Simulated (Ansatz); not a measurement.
**A basis-limit estimate, worked out**

The pair of HCl (SMILES Cl, atoms 1–2) and SO₂ (SMILES O=S=O, atoms 3–5), both closed shells, in one local arrangement (a lower one may exist), relaxed at PBE0-D4/def2-TZVP:

```xyz
5
angstrom
Cl 0.2623 0.0802 -2.6224
H -0.1134 -0.2053 -1.4261
O -0.6928 -0.6295 0.5041
S -0.2460 -0.1144 1.7677
O 0.7898 0.8690 1.7768
```

Both fragments are computed in the basis of the whole pair.

Computed with Ansatz 0.2.0 (basis: def2-TZVPPD and def2-QZVPPD); correlated methods freeze the cores.

Energies in eV:

| quantity | pair | first fragment | second fragment |
| --- | --- | --- | --- |
| Hartree–Fock, triple zeta (X = 3) | -27412.95207 | -12519.95380 | -14892.94295 |
| Hartree–Fock, quadruple zeta (X = 4) | -27413.80605 | -12520.28972 | -14893.46048 |
| MP2 correlation, X = 3 | -23.59016 | -5.59154 | -17.94107 |
| MP2 correlation, X = 4 | -25.46863 | -6.09768 | -19.30548 |
| CCSD(T) correlation, X = 3 | -25.10925 | -6.37575 | -18.68534 |

(1) Work out the interaction energy at the basis limit: extrapolate Hartree–Fock as E(X) = E∞ + A exp(−7.88 √X) and the MP2 correlation as E(X) = E∞ + B X^−2.97 (the exponents that Neese and Valeev fitted for def2-TZVPP and QZVPP, reused here for the diffuse sets), then add CCSD(T) − MP2 in triple zeta.

The T1 diagnostic stays at or below 0.022. The restricted Hartree–Fock reference is unstable towards an unrestricted one at one or more of these structures.

Answers

(1) Each step is linear, so take the differences first (pair − first fragment − second fragment): Hartree–Fock -0.05532 (X = 3) and -0.05585 (X = 4); MP2 correlation -0.05755 and -0.06547; CCSD(T) correlation -0.04816.
Two points give E∞ = E(4) + w [E(4) − E(3)], with w = 1/(exp(7.88 (2 − √3)) − 1) = 0.1377 for Hartree–Fock and w = 1/((4/3)^2.97 − 1) = 0.7407 for the correlation.
Hartree–Fock: -0.05585 + 0.1377 × (-0.00053) = -0.0559 eV.
MP2 correlation: -0.06547 + 0.7407 × (-0.00792) = -0.0713 eV.
CCSD(T) − MP2: -0.04816 − (-0.05755) = 0.0094 eV.
Sum: -0.0559 + (-0.0713) + 0.0094 = -0.1178 eV, or -2.72 kcal/mol. Plain CCSD(T) in triple zeta gives -0.1035 eV, so the larger basis shifts the result by -0.0143 eV.

For scale, one of the runs: CCSD(T)/def2-TZVPPD, 199 basis functions, launched by `ansatz run in.yaml --threads 4 --pin off --events-out ev --progress --plain --max-ram 9574MiB`. Hardware: 4 CPU threads of an Arm Neoverse V1, shared host. Wall time 39 s; peak host memory 2.3 GiB.
